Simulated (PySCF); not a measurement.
AlOF + HCl → AlOCl + HF

Level: PBE0 in the def2-TZVP basis family, all electrons, no relativity, computed in PySCF with density fitting; open shells unrestricted.

```json
{"species": "AlOF", "state and structure": "singlet, C∞v, Al–F 1.631 Å, Al–O 1.593 Å; F–Al–O 180.0°", "E (Eh)": "-417.34095", "ZPE (kJ/mol)": "14.1", "H(298 K) − H(0) (kJ/mol)": "11.8", "S° (J/(mol K))": "245.5"}
{"species": "HCl", "state and structure": "singlet, C∞v, H–Cl 1.279 Å", "E (Eh)": "-460.66440", "ZPE (kJ/mol)": "17.9", "H(298 K) − H(0) (kJ/mol)": "8.7", "S° (J/(mol K))": "186.6"}
{"species": "AlOCl", "state and structure": "singlet, C∞v, Al–Cl 2.059 Å, Al–O 1.592 Å; Cl–Al–O 180.0°", "E (Eh)": "-777.61040", "ZPE (kJ/mol)": "11.9", "H(298 K) − H(0) (kJ/mol)": "12.4", "S° (J/(mol K))": "257.2"}
{"species": "HF", "state and structure": "singlet, C∞v, H–F 0.920 Å", "E (Eh)": "-100.39188", "ZPE (kJ/mol)": "24.9", "H(298 K) − H(0) (kJ/mol)": "8.7", "S° (J/(mol K))": "173.6"}
```

Q: What is the electronic reaction energy?

A: At PBE0/def2-TZVP, ΔE = 8.1 kJ/mol from the differences of the total energies times 2625.5, uphill. 

Q: Add zero-point, thermal and entropy terms for 298.15 K and 1 bar.

A: ΔZPE = 4.8 and Δ[H(298) − H(0)] = 0.6 kJ/mol give ΔH° = 13.5 kJ/mol. ΔS° = -1.3 J/(mol K), so ΔG° = 13.5 − 298.15 × (-0.0013) = 14 kJ/mol and log₁₀K = -2.4.

Only the bonding shown was studied: isomers, or loss of a ligand pair, can lie lower.
